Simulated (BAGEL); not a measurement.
# doublet NO2F+: levels of theory compared

Wanted: a comparison of 3 runs (UHF/3-21G, ROHF/6-31G*, ROHF/cc-pVTZ) of doublet NO2F+. 

The calculation is run with BAGEL 1.2.2.

### 1 The molecule

NO2F+: 4 atoms, total charge +1, spin state doublet. As SMILES of the parent species, `O=[N+]([O-])F`. Geometry: relaxed at PBE0-D4/def2-TZVP. That shape belongs to the parent species and isn't relaxed for this state.

Bond lengths: O1–N2 1.170 Å, N2–O3 1.170 Å, N2–F4 1.442 Å. Angles: O1–N2–O3 135.6°, O1–N2–F4 112.2°, O3–N2–F4 112.2°.

### 2 A single-point energy at UHF/3-21G (density fitting with cc-pvqz-jkfit) (run 1)

Contents of job.json:

```json
{ "bagel" : [

{
  "title" : "molecule",
  "basis" : "3-21g",
  "df_basis" : "cc-pvqz-jkfit",
  "angstrom" : true,
  "geometry" : [
    { "atom" : "O", "xyz" : [       0.188290,       0.469930,       1.120250 ] },
    { "atom" : "N", "xyz" : [       0.079720,      -0.071800,       0.089140 ] },
    { "atom" : "O", "xyz" : [       0.476580,      -1.068680,      -0.376880 ] },
    { "atom" : "F", "xyz" : [      -0.744590,       0.670550,      -0.832510 ] }
  ]
},

{
  "title" : "uhf",
  "charge" : 1,
  "nopen" : 1
},

{
  "title" : "print",
  "file" : "orbitals.molden",
  "orbitals" : true
}

]}
```

Command:

```console
BAGEL_NUM_THREADS=1 BAGEL job.json > job.out
```

Log:

```text
* using 1 threads per process

  ===============================================================
  ===============================================================

  *** Geometry ***

  { "atom" : "O", "xyz" : [      0.355817,      0.888039,      2.116966 ] },
  { "atom" : "N", "xyz" : [      0.150649,     -0.135682,      0.168450 ] },
  { "atom" : "O", "xyz" : [      0.900606,     -2.019513,     -0.712200 ] },
  { "atom" : "F", "xyz" : [     -1.407071,      1.267156,     -1.573216 ] },

  Number of auxiliary basis functions:      424

  Since a DF basis is specified, we compute 2- and 3-index integrals:
    o Being stored without compression. Storage requirement is 0.004 GB

  Number of basis functions:       36
  Number of electrons      :       32

    * METHOD: MOLECULE                             0.11

  *** Open-shell HF ***

  === Nuclear Repulsion ===
   124.4765062625

      * DIIS with orbital gradients will be used.

  === UHF iteration (3-21g) ===
      0       -300.88886262          0.10395514           0.03
      1       -301.01241952          0.09038918           0.03
      2       -301.08718785          0.06876146           0.03
      3       -301.18048818          0.00401677           0.03
      4       -301.18409682          0.00225585           0.03
      5       -301.18665455          0.00080509           0.03
      6       -301.18772529          0.00062680           0.03
      7       -301.18805255          0.00049805           0.03
      8       -301.18885165          0.00049688           0.03
      9       -301.18944607          0.00044276           0.03
     10       -301.18995538          0.00035400           0.03
     11       -301.19017175          0.00015305           0.03
     12       -301.19018852          0.00009963           0.03
     13       -301.19019065          0.00002634           0.03
     14       -301.19019119          0.00001657           0.03
     15       -301.19019134          0.00000904           0.03
[... 42 lines of this table left out ...]
     58       -301.19019139          0.00000003           0.03
     59       -301.19019139          0.00000003           0.03
     60       -301.19019139          0.00000003           0.03
     61       -301.19019139          0.00000003           0.03
     62       -301.19019139          0.00000002           0.03
     63       -301.19019139          0.00000002           0.03
     64       -301.19019139          0.00000002           0.03
     65       -301.19019139          0.00000001           0.03
    * SCF iteration converged.

    * S^2 (UHF) is 1.0281

    * Permanent dipole moment:
           (   -0.350681,     0.315822,    -0.392091) a.u.

    * METHOD: UHF                                  1.92

    * METHOD: PRINT                                0.00

  ===============================================================
```

Wall time 2.2 s (1 thread of Arm Neoverse V1, shared host).

### 3 A single-point energy at ROHF/6-31G(d) (density fitting with cc-pvqz-jkfit, spherical functions) (run 2)

Contents of job.json:

```json
{ "bagel": [

{
  "title": "molecule",
  "basis": "6-31gs.json",
  "df_basis": "cc-pvqz-jkfit",
  "angstrom": true,
  "geometry": [
    { "atom": "O", "xyz": [       0.188290,       0.469930,       1.120250 ] },
    { "atom": "N", "xyz": [       0.079720,      -0.071800,       0.089140 ] },
    { "atom": "O", "xyz": [       0.476580,      -1.068680,      -0.376880 ] },
    { "atom": "F", "xyz": [      -0.744590,       0.670550,      -0.832510 ] }
  ]
},

{
  "title": "rohf",
  "charge": 1,
  "nopen": 1
},

{
  "title": "print",
  "file": "orbitals.molden",
  "orbitals": true
}

]}
```

The basis set 6-31G* is read from a file made from the Basis Set Exchange's data (not shown).

Command:

```console
BAGEL_NUM_THREADS=1 BAGEL job.json > job.out
```

Log:

```text
* using 1 threads per process

  ===============================================================
  ===============================================================

  *** Geometry ***

  { "atom" : "O", "xyz" : [      0.355817,      0.888039,      2.116966 ] },
  { "atom" : "N", "xyz" : [      0.150649,     -0.135682,      0.168450 ] },
  { "atom" : "O", "xyz" : [      0.900606,     -2.019513,     -0.712200 ] },
  { "atom" : "F", "xyz" : [     -1.407071,      1.267156,     -1.573216 ] },

  Number of auxiliary basis functions:      424

  Since a DF basis is specified, we compute 2- and 3-index integrals:
    o Being stored without compression. Storage requirement is 0.011 GB

  Number of basis functions:       56
  Number of electrons      :       32

    * METHOD: MOLECULE                             0.14

  *** Open-shell HF ***

  === Nuclear Repulsion ===
   124.4765062625

      * DIIS with orbital gradients will be used.

  === ROHF iteration (6-31gs.json) ===
      0       -302.66569857          0.07326930           0.05
      1       -302.73536373          0.06076206           0.05
      2       -302.78815898          0.04942929           0.05
      3       -302.88919851          0.00279687           0.05
      4       -302.89056699          0.00142729           0.05
      5       -302.89123720          0.00071044           0.05
      6       -302.89145327          0.00031603           0.05
      7       -302.89148688          0.00013336           0.05
      8       -302.89150840          0.00005873           0.05
      9       -302.89150927          0.00002508           0.05
     10       -302.89150960          0.00001291           0.05
     11       -302.89150968          0.00000862           0.05
     12       -302.89150967          0.00001211           0.05
     13       -302.89150984          0.00000984           0.05
     14       -302.89150977          0.00000374           0.05
     15       -302.89150957          0.00000224           0.05
     16       -302.89150963          0.00000076           0.05
     17       -302.89150976          0.00000048           0.05
     18       -302.89150974          0.00000037           0.05
     19       -302.89150975          0.00000030           0.05
     20       -302.89150975          0.00000032           0.05
     21       -302.89150975          0.00000030           0.05
     22       -302.89150975          0.00000032           0.05
     23       -302.89150975          0.00000027           0.05
     24       -302.89150975          0.00000031           0.05
     25       -302.89150975          0.00000025           0.05
     26       -302.89150975          0.00000032           0.05
     27       -302.89150975          0.00000029           0.05
     28       -302.89150975          0.00000029           0.05
     29       -302.89150975          0.00000027           0.05
     30       -302.89150975          0.00000029           0.05
     31       -302.89150975          0.00000027           0.05
     32       -302.89150975          0.00000038           0.05
     33       -302.89150975          0.00000009           0.05
     34       -302.89150975          0.00000003           0.05
     35       -302.89150975          0.00000001           0.05
     36       -302.89150975          0.00000001           0.05
     37       -302.89150975          0.00000001           0.05
    * SCF iteration converged.

    * S^2 (ROHF) is 0.7500

    * Permanent dipole moment:
           (   -0.299268,     0.269521,    -0.334610) a.u.

    * METHOD: ROHF                                 1.94

    * METHOD: PRINT                                0.01

  ===============================================================
```

Wall time 2.2 s (1 thread of Arm Neoverse V1, shared host).

### 4 A single-point energy at ROHF/cc-pVTZ (density fitting with cc-pvqz-jkfit) (run 3)

Contents of input.json:

```json
{ "bagel" : [

{
  "title" : "molecule",
  "basis" : "cc-pvtz.json",
  "df_basis" : "cc-pvqz-jkfit",
  "angstrom" : true,
  "geometry" : [
    { "atom" : "O", "xyz" : [       0.188290,       0.469930,       1.120250 ] },
    { "atom" : "N", "xyz" : [       0.079720,      -0.071800,       0.089140 ] },
    { "atom" : "O", "xyz" : [       0.476580,      -1.068680,      -0.376880 ] },
    { "atom" : "F", "xyz" : [      -0.744590,       0.670550,      -0.832510 ] }
  ]
},

{ "title" : "rohf", "charge" : 1, "nopen" : 1 },

{ "title" : "print", "file" : "orbitals.molden", "orbitals" : true }

]}
```

The basis set cc-pVTZ is read from a file made from the Basis Set Exchange's data (not shown).

Command:

```console
BAGEL_NUM_THREADS=1 BAGEL input.json > input.out
```

Log:

```text
* using 1 threads per process

  ===============================================================
  ===============================================================

  *** Geometry ***

  { "atom" : "O", "xyz" : [      0.355817,      0.888039,      2.116966 ] },
  { "atom" : "N", "xyz" : [      0.150649,     -0.135682,      0.168450 ] },
  { "atom" : "O", "xyz" : [      0.900606,     -2.019513,     -0.712200 ] },
  { "atom" : "F", "xyz" : [     -1.407071,      1.267156,     -1.573216 ] },

  Number of auxiliary basis functions:      424

  Since a DF basis is specified, we compute 2- and 3-index integrals:
    o Being stored without compression. Storage requirement is 0.049 GB

  Number of basis functions:      120
  Number of electrons      :       32

    * METHOD: MOLECULE                             0.22

  *** Open-shell HF ***

  === Nuclear Repulsion ===
   124.4765062625

      * DIIS with orbital gradients will be used.

  === ROHF iteration (cc-pvtz.json) ===
      0       -302.69984553          0.05424051           0.12
      1       -302.74815720          0.04970724           0.14
      2       -302.83053113          0.03961488           0.14
      3       -303.01624902          0.00217666           0.13
      4       -303.01811491          0.00114183           0.13
      5       -303.01882791          0.00065008           0.13
      6       -303.01916077          0.00029172           0.14
      7       -303.01921823          0.00010927           0.14
      8       -303.01925140          0.00004298           0.14
      9       -303.01925360          0.00002366           0.13
     10       -303.01925458          0.00000860           0.12
     11       -303.01925499          0.00000627           0.12
     12       -303.01925471          0.00000909           0.14
     13       -303.01925490          0.00000817           0.14
     14       -303.01925486          0.00000250           0.14
     15       -303.01925463          0.00000121           0.13
     16       -303.01925471          0.00000062           0.13
     17       -303.01925479          0.00000034           0.13
     18       -303.01925480          0.00000029           0.14
     19       -303.01925480          0.00000024           0.14
     20       -303.01925480          0.00000025           0.13
     21       -303.01925481          0.00000025           0.13
     22       -303.01925480          0.00000024           0.13
     23       -303.01925481          0.00000023           0.14
     24       -303.01925481          0.00000025           0.14
     25       -303.01925480          0.00000022           0.14
     26       -303.01925481          0.00000012           0.13
     27       -303.01925480          0.00000005           0.14
     28       -303.01925480          0.00000005           0.14
     29       -303.01925480          0.00000004           0.13
     30       -303.01925480          0.00000004           0.14
     31       -303.01925480          0.00000004           0.14
     32       -303.01925480          0.00000003           0.13
     33       -303.01925480          0.00000002           0.14
     34       -303.01925480          0.00000001           0.13
    * SCF iteration converged.

    * S^2 (ROHF) is 0.7500

    * Permanent dipole moment:
           (   -0.315698,     0.284317,    -0.352979) a.u.

    * METHOD: ROHF                                 4.88

    * METHOD: PRINT                                0.04

  ===============================================================
```

It took 5.4 s on 1 thread of Arm Neoverse V1, shared host.

### 5 All runs side by side

| run | level | energy (Eh) | ⟨S²⟩ | wall time |
| --- | --- | --- | --- | --- |
| 1 | UHF/3-21G (density fitting with cc-pvqz-jkfit) | -301.190191 | 1.028 | 2.2 s |
| 2 | ROHF/6-31G* (density fitting with cc-pvqz-jkfit, spherical functions) | -302.891510 | 0.750 | 2.2 s |
| 3 | ROHF/cc-pVTZ (density fitting with cc-pvqz-jkfit) | -303.019255 | 0.750 | 5.4 s |

### 6 Summary of results

```
           quantity          value
run 3: total energy  -303.01925 Eh
        run 3: ⟨S²⟩          0.750
```

**Reading.** Spin contamination of the reference: run 1 ⟨S²⟩ = 1.03. All runs together took 9.8 s, the longest 5.4 s.
